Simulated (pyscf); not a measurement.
Structures and frequencies: ωB97X-D3(BJ)/def2-SVP in PySCF.

Task: Estimate by transition-state theory the rate constant of Cl–Ga(Cl)–Cl + hydrogen (H₂) → hydrogen chloride (HCl) + Cl–GaH–Cl (singlet surface; Cl–Ga, H–H broken, Cl–H, Ga–H formed) at 900 K, with ωB97M-D3(BJ)/def2-TZVP energies (ideal gas, 1 atm, RRHO with modes under 100 cm⁻¹ raised to 100, one conformer, R ln 2 for chiral ones without a mode under 150 cm⁻¹; no tunnelling).

Result: The electronic barrier is 32.4 kcal/mol and the thermal terms add +24.1, so ΔG‡ = 56.5 kcal/mol. With k_BT/h = 1.88e+13 s⁻¹ and RT = 1.788 kcal/mol, and a volume of 1.23e-19 cm³ per molecule at 1 atm, k = 4.4e-20 cm³ molecule⁻¹ s⁻¹. Wigner's tunnelling factor for 1177i cm⁻¹ would be 1.15. A shift of 1 kcal/mol in the barrier changes k by a factor 1.7. On the product side the descent ends in an adduct with a Cl–Ga contact, 7.3 kcal/mol under the separated species and 17.5 kcal/mol under the saddle at ωB97X-D3(BJ)/def2-TZVP. What is counted as broken (Cl–Ga) persists as a longer contact in the product adduct; parting that adduct is a step of its own. One saddle was located; it need not be the lowest between these sides. Elements up to Kr have no core potential and no relativistic terms here.
